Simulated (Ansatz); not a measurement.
The first iterations of a band of AlH7N2 (10 atoms, charge 0, multiplicity 1).

These are results of RHF/def2-SVP in Ansatz, not measurements.

```
movable images  : 5
climbing image  : yes
spring          : 5.0 eV/Å²
optimiser       : quadratic models (default)
start path      : through a guess of the saddle point
force threshold : 0.03 eV/Å
iteration limit : 60
end points      : relaxed
```

Initial state:

```xyz
10
Properties=species:S:1:pos:R:3
Al 0.027 0.112 0.009
H -0.164 -0.854 1.269
N 1.661 0.087 -0.771
H 2.427 -0.461 -0.429
H 1.813 0.286 -1.742
H -1.212 0.396 -0.961
N 0.075 1.958 1.031
H 0.976 2.368 0.840
H -0.636 2.602 0.720
H -0.017 1.851 2.028
```

Final state:

```xyz
10
Properties=species:S:1:pos:R:3
Al 0.242 0.713 -0.827
H -0.571 0.304 3.622
N 1.817 0.061 -1.308
H 1.941 -0.669 -1.983
H 2.710 0.348 -0.957
H -1.074 0.160 -1.496
N 0.130 1.985 0.407
H 0.896 2.417 0.886
H -0.728 2.417 0.692
H -0.413 0.608 2.957
```

| iteration | highest image above the first end (eV) | largest band force component (eV/Å) |
| --- | --- | --- |
| 1 | 5.078 | 13.674 |
| 2 | 2.872 | 3.667 |
| 3 | 1.733 | 1.588 |
| 4 | 1.197 | 1.042 |
| 5 | 1.181 | 0.667 |
| 6 | 1.241 | 1.530 |
| 7 | 1.133 | 0.580 |
| 8 | 1.522 | 1.522 |
| 9 | 1.582 | 1.132 |

Problem. Does the band converge within its limit, and where does its top end?

Solution. It converged. It ended after 28 iterations with the highest image 1.877 eV above the first end. The profile has 2 maxima (images 1, 3) with wells between them (image 2): this band takes more than one step, which may be the mechanism or a detour left from its start path. Neighbouring images differ by up to 1.9 eV, so the band resolves the path poorly. A vibrational analysis at the climbing image gives one clearly imaginary mode, 1743i cm⁻¹: a first-order saddle point. The orbitals stay closed-shell, which can raise the energy where a bond breaks towards radicals; this wasn't checked here.

The run took 77 s on 2 threads of Arm Neoverse V1, with other jobs on the host, peak memory 0.14 GiB.
